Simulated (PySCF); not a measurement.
Method: B3LYP-D3(BJ)/def2-TZVP (PySCF 2.14.0). Isolated molecules, 0 K electronic values unless said otherwise. B3LYP has the VWN-RPA correlation part, as in Gaussian. 

Reference species (SMILES): `[Cl]` (neutral, multiplicity 2).

```yaml
highest_occupied_spin_orbital: -9.27 eV
```

Changed species: `F[Si](F)F` (radical fragment; the reference has radical fragment).

**Question.** Give the shifts of the highest occupied spin orbital.

**Answer.** the highest occupied spin orbital increases by 1.65 eV, to -7.62 eV.
